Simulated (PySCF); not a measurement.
Dipole moment and polarisability of `C=C=C=CC#N`

Species: C5H3N.
Numbering: `[CH2:1]=[C:2]=[C:3]=[CH:4][C:5]#[N:6]` (hydrogens: H7, H8 on C1; H9 on C4)

Structure used (PBE0-D3(BJ)/def2-SVP), in Å, numbered top down from 1:
```xyz
9
C5H3N angstrom
C     -2.332    0.037   -0.165
C     -1.040   -0.158   -0.343
C      0.204   -0.343   -0.514
C      1.505   -0.541   -0.696
C      2.502    0.288   -0.107
N      3.333    0.950    0.361
H     -3.073   -0.619   -0.633
H     -2.697    0.860    0.457
H      1.860   -1.370   -1.322
```

Level: wB97X-D/def2-SVPD (PySCF), static field, nuclei fixed, core orbitals frozen in the response. The polarisability tensor in these axes (au):

```
x   144.71   2.86  -0.71
y     2.86  47.51   6.11
z    -0.71   6.11  43.73
```

**Question.** Give the principal values, the mean and the anisotropy Δα = √{½[(α1 − α2)² + (α2 − α3)² + (α1 − α3)²]}.

**Answer.** Principal values 39.17, 51.98 and 144.80 au; mean 78.65 au = 11.65 Å³ = 12.97 × 10⁻⁴⁰ C²·m²/J; Δα = 99.84 au (127 % of the mean).

**Question.** What is the dipole moment, and where does it point?

**Answer.** (-4.22, -1.92, -1.31) D, 4.82 D in size, pointing from the negative to the positive side. Measured along this direction, the outermost atoms are N6 at the negative end and H7 at the positive end.

**Question.** What molar refraction does this α imply?

**Answer.** Lorentz–Lorenz: R = (4π/3)N_A α = 2.5225 cm³/(mol·Å³) × 11.65 Å³ = 29.4 cm³/mol, in the limit of long wavelengths.

**Question.** Form Σ f/ω² (atomic units) for the 10 lowest TDDFT singlets, given as eV and f, and set it beside the mean polarisability, which is this sum over all singlets: 3.84, 0.0001; 4.92, 0.6407; 5.73, 0.0001; 5.97, 0.0001; 6.82, 0.0154; 6.98, 0.0002; 7.36, 0.0073; 7.43, 0.0034; 7.79, 0.4393; 7.95, 0.0007.

**Answer.** They add up to 25.39 au, 32.3 % of the 78.65 au; the largest single term is 19.62 au, from the state at 4.92 eV. Terms in order: 0.01, 19.62, 0.00, 0.00, 0.24, 0.00, 0.10, 0.05, 5.36, 0.01 au. Higher excitations give the rest. The strengths listed sum to 1.107.

**Question.** What depolarisation ratio follows for Rayleigh scattering of linearly polarised light, taking the static tensor?

**Answer.** ρ = 3Δα²/(45ᾱ² + 4Δα²) = 29906.9/(278355 + 39875.8) = 0.094.

Isolated species at its PBE0-D3(BJ)/def2-SVP geometry, gas phase.

The run behind these numbers computed excited states and ΔSCF ions as well. Hardware: Arm Neoverse V1, one thread, no GPU (shared host). Cost: 48 s of wall time.
